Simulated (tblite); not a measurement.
Compound: CH₆PSi (charge -1).
Bonds: C1–Si2, Si2–P3. Hydrogens: H4, H5, H6 on C1; H7, H8 on Si2; H9 on P3.

The geometry is computed with GFN2-xTB (gas phase).

Problem. What internal coordinates does the optimisation give?

Solution. 
```
               bond  length (Å)
             C1–Si2       1.901
             Si2–P3       2.146
C1–H4, C1–H5, C1–H6       1.086
     Si2–H7, Si2–H8       1.489
              P3–H9       1.362
```

Bonds in one row agree within 0.01 Å and their mean is given. A selection of angles:
```
    angle  degrees
Si2–C1–H4    110.9
 H4–C1–H5    108.0
C1–Si2–P3    112.2
C1–Si2–H7    104.2
P3–Si2–H7    117.0
H7–Si2–H8    100.6
Si2–P3–H9     92.7
```

Si2 (SiH2 silicon) is distorted tetrahedral (angles from 100.6° to 117.0°).

Point group: Cs (every atom within 0.08 Å of its image). Its GFN2-xTB frequencies are all real (lowest 87 cm⁻¹). Torsions: C1–Si2–P3–H 180°.

One conformer stands for the species.
